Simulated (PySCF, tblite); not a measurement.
# C₆H₂+ (doublet): geometry, infrared bands and EPR parameters

Aim: predict the infrared bands and EPR parameters of C₆H₂+ (doublet) (`C#CC#C[C]=[CH+]`).

The runs use tblite 0.8.0 and PySCF 2.14.0, with density-fitted response routines of our own; the level of theory stands in each step. All values are computed, except where a source is named. Atoms count from 0, in the outputs and in this text.

## 1. The starting structure

8 atoms, charge 1, multiplicity 2; geometry from: force field or distance geometry start.

Bonds of the start (Å): C0–C1 1.21, C1–C2 1.53, C2–C3 1.20, C3–C4 1.55, C4–C5 1.20, C0–H6 1.06, C5–H7 1.06.

## 2. Geometry optimisation with GFN2-xTB

What the job is given:

```
{"job": {"kind": "relax", "xc": "GFN2-xTB", "basis": "xTB"}, "charge": 1, "multiplicity": 2}
C      3.008800    -0.161200    -1.441700
C      1.917200    -0.097000    -0.926500
C      0.547800    -0.032200    -0.241000
C     -0.540300     0.035700     0.271100
C     -1.924200     0.099400     0.959600
C     -3.006200     0.157300     1.473500
H      3.957600    -0.205700    -1.909600
H     -3.951700     0.213100     1.945400
```

Started as:

```bash
$ OMP_NUM_THREADS=1 python probes_run.py task.json out
```

One launch serves the whole session: the jobs run in the order shown.

**Question.** This job is followed by: GFN2-xTB harmonic vibrations, gas phase; UKS B3LYP, pcH-1 on C H, non-relativistic, mean-field spin-orbit, GIAO. What will the session give for the following? strongest single infrared mode (GFN2-xTB); zero-point energy (GFN2-xTB); g(iso) (B3LYP); ⟨S²⟩; largest a(iso) (averaged by class); property runs in this session.

**Answer**, as computed:

| quantity | value |
| --- | --- |
| strongest single infrared mode (GFN2-xTB) | 2130 cm⁻¹, 579 km/mol |
| zero-point energy (GFN2-xTB) | 28.3 kcal/mol |
| g(iso) (B3LYP) | 2.02145 |
| ⟨S²⟩ | 0.771 (exact 0.75) |
| largest a(iso) (averaged by class) | 1H on H6, H7, -31.6 MHz |
| property runs in this session | 1, of which 0 failed and 1 gave unsound results |

**Reading.** Over 12 steps the energy fell by 1.574 eV; of the close pairs, C3–C4 changed most, 1.547 to 1.327 Å. All 19 modes are real, so the xTB geometry is a minimum. The strongest single mode, at 2130 cm⁻¹, is carried by C4, C1, C0, C5. GFN2-xTB is a fitted tight-binding method: band positions and strengths are rough. Its intensities can rank the bands wrongly. The largest spin populations lie on C5 (0.38 e), C0 (0.38 e). The isotropic g lies 19.1 ppt above the free-electron value. These values are not to be trusted: the run shows nearly degenerate orbitals, where second-order g theory doesn't apply. The conformer search found further structures of the same energy, which may be mirror or relabelled copies of this one.
